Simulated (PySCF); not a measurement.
H₂N, SMILES [NH2], multiplicity 2. Atoms are numbered in the order given.

```xyz
3

N      0.0000     0.0000    -0.1418
H      0.0000    -0.8063     0.4962
H      0.0000     0.8063     0.4962
```
Charge 0, spin multiplicity 2.

Geometry: B3LYP-D3(BJ)/def2-TZVPD. The isomer is the one that the SMILES or the coordinates give; other isomers of the formula were not compared.

Level of theory: TDA-PBE/def2-TZVPD in PySCF 2.14.0.

Vertical excitations. The molecule is in vacuum.

```json
[
 {"state": "root 1", "energy (eV)": "2.48", "λ (nm)": "499", "f": "0.002", "main pairs": "β HOMO→LUMO 99 %"},
 {"state": "root 2", "energy (eV)": "6.50", "λ (nm)": "191", "f": "0.000", "main pairs": "β HOMO−1→LUMO 99 %"},
 {"state": "root 3", "energy (eV)": "6.90", "λ (nm)": "180", "f": "0.014", "main pairs": "α HOMO−1→LUMO 18 %, β HOMO→LUMO+1 81 %"},
 {"state": "root 4", "energy (eV)": "7.12", "λ (nm)": "174", "f": "0.029", "main pairs": "α HOMO→LUMO 100 %"},
 {"state": "root 5", "energy (eV)": "7.52", "λ (nm)": "165", "f": "0.105", "main pairs": "α HOMO−1→LUMO 81 %, β HOMO→LUMO+1 18 %"},
 {"state": "root 6", "energy (eV)": "8.73", "λ (nm)": "142", "f": "0.005", "main pairs": "α HOMO−1→LUMO+1 19 %, β HOMO→LUMO+2 79 %"},
 {"state": "root 7", "energy (eV)": "9.13", "λ (nm)": "136", "f": "0.000", "main pairs": "α HOMO→LUMO+1 99 %"},
 {"state": "root 8", "energy (eV)": "9.54", "λ (nm)": "130", "f": "0.040", "main pairs": "α HOMO−1→LUMO+1 78 %, β HOMO→LUMO+2 19 %"},
 {"state": "root 9", "energy (eV)": "9.93", "λ (nm)": "125", "f": "0.000", "main pairs": "α HOMO−1→LUMO+2 20 %, α HOMO→LUMO+3 8 %, β HOMO→LUMO+3 71 %"},
 {"state": "root 10", "energy (eV)": "10.31", "λ (nm)": "120", "f": "0.011", "main pairs": "α HOMO→LUMO+2 86 %, β HOMO→LUMO+4 8 %"}
]
```
Unrestricted roots are not spin-pure.
